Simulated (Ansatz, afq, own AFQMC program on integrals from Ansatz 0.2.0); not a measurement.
**Where AFQMC and coupled cluster stand for SiGeH, quartet**

```yaml
atoms:
  - { symbol: Si, position_ang: [0.0000, 0.0363, 1.6019] }
  - { symbol: Ge, position_ang: [0.0000, -0.0345, -0.6040] }
  - { symbol: H, position_ang: [0.0000, 1.4771, -1.1046] }
```

Connectivity, by distances: Si–GeH.

Basis cc-pVDZ. Noble-gas cores (and the filled d shells of Ga–Kr and In–Xe) are frozen. Integrals, coupled cluster, full CI and functionals: Ansatz 0.2.0; the random walks run on the same integrals in our own AFQMC program. The CISD trial takes its coefficients from CCSD amplitudes. Released means that phaseless walkers are propagated on without the constraint, phases kept. Uncertainties: one standard error, sampling alone. No spin–orbit coupling.

Determinant: ROHF, the one that the program's search chose, which needn't be the lowest solution. The geometry is a point of a scan.

No full CI on the walks' own integrals is used here; CCSDT(Q) serves as the reference and is uncertain by about the last step of the cluster series.

Cautions: no relativity below Rb; no spin-orbit coupling; inner d shell frozen; lower spins were not checked.

- T1 diagnostic: 0.0391
- weight of the determinant in the CISD state: 0.848
- size of the correlated space: 9 electrons in 31 orbitals

Reference: CCSDT(Q), correlation energy -4.826 eV. The released energy is read at 2.40 1/Eh (meV from the phaseless value at times in 1/Eh: -12 ± 10 at 0.24, -9 ± 10 at 0.51, 6 ± 9 at 0.99, -19 ± 15 at 1.62, -11 ± 14 at 2.40).

```csv
level,E − E(reference) (kJ/mol),share of correlation (%)
HF,465.6,0.00
MP2,110.5,76.28
CCSD,23.3,94.99
CCSD(T),5.3,98.85
CCSDT,1.2,99.74
ph-AFQMC/CISD,2.5 ± 0.9,99.47
released AFQMC,1.4 ± 1.4,99.70
```

A walk keeps the symmetry of its determinant, which the program's search chose and which needn't be the lowest solution, so a lower state of the same spin and another symmetry isn't excluded. Released energies are given only where the last usable release times agree within the noise; a slower fall can still hide under it.
